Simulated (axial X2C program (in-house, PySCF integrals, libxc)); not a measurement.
# What spin–orbit coupling does to SF

Computed with an in-house relativistic program for diatomic molecules. Spin-free means the one-electron spin-free X2C Hamiltonian; two-component (2c) means X2C with spin–orbit coupling and atomic mean-field two-electron Coulomb and Gaunt terms, so the difference of the two also holds small scalar two-electron terms. Basis: S dyall-av3z [9s8p3d2f], F dyall-av3z [7s6p3d2f] (cores contracted in-house); Gaussian nuclei, density fitting, unrestricted open shells. Masses: S 31.972 u, F 18.998 u.

Spin-free state: M_S = 1/2, Λ = 1 (beyond evenly filled blocks: π+α, π+β, π-α); fragments S + F.

| level | Re (Å) | ωe (cm⁻¹) | De (eV) | μ (D) |
| --- | --- | --- | --- | --- |
| PBE0 | 1.604 | 857.2 | 3.522 | -0.75 |
| HF | 1.576 | 917.8 | 1.318 | -0.98 |
| CCSD | 1.608 | 849.2 | 3.259 | n/a |
| CCSD(T) | 1.617 | 827.9 | 3.420 | n/a |
| r2SCAN0 | 1.595 | 875.1 | 3.165 | -0.72 |

Correlated methods: 13 electrons correlated (number of frozen shells: S 2 s, 1 p; F 1 s), 195 virtual spin orbitals or spinors in MP2, 90 natural virtuals in coupled cluster.

Dipoles are positive if F is the positive end.

Within this multiplet, which Ω should lie lowest by the rule for regular and inverted multiplets?

The open π shell holds three electrons, one hole, so the multiplet is inverted: Ω = Λ + 1/2 = 3/2. The PBE0 2c search agrees, though Ω = 1/2 of the search lies only 0.05 eV higher.

Two-component determinant lowest at the distance of the search:

Ω = 3/2 (⟨Sz⟩ = 0.50, ⟨Lz⟩ = 1.00 at HF); fragments S + F.

```tsv
level	Re (Å)	ωe (cm⁻¹)	De (eV)	μ (D)
PBE0	1.604	856.9	3.548	-0.75
HF	1.576	917.5	1.330	-0.98
CCSD	1.608	848.9	3.260	n/a
CCSD(T)	1.617	827.6	3.406	n/a
r2SCAN0	1.595	874.8	3.190	-0.72
```

From the two tables, how do the constants change at the CCSD(T) level (2c against spin-free)?

At the CCSD(T) level Re is unchanged within 0.001 Å and ωe goes down by 0.3 cm⁻¹; De changes by -0.014 eV.

Occupations by symmetry block were frozen at the best pattern of an incomplete PBE0 search. De is counted from the lowest determinant-based energies of the atoms at the same level, without counterpoise correction. Density functionals use the spin component along the axis (collinear). Coupled cluster ran in a truncated set of natural virtual spinors; the MP2 energy of the rest was added. (T) has no such correction and the atoms are truncated less, which lowers De at CCSD(T) by a hundredth of an eV or more. The 2c atoms are single determinants rather than J levels; their spin–orbit lowering is only partly caught, and De is too large by that part. This holds for PBE0, r2SCAN0. Without a current term, density functionals place determinants with orbital angular momentum somewhat too high.
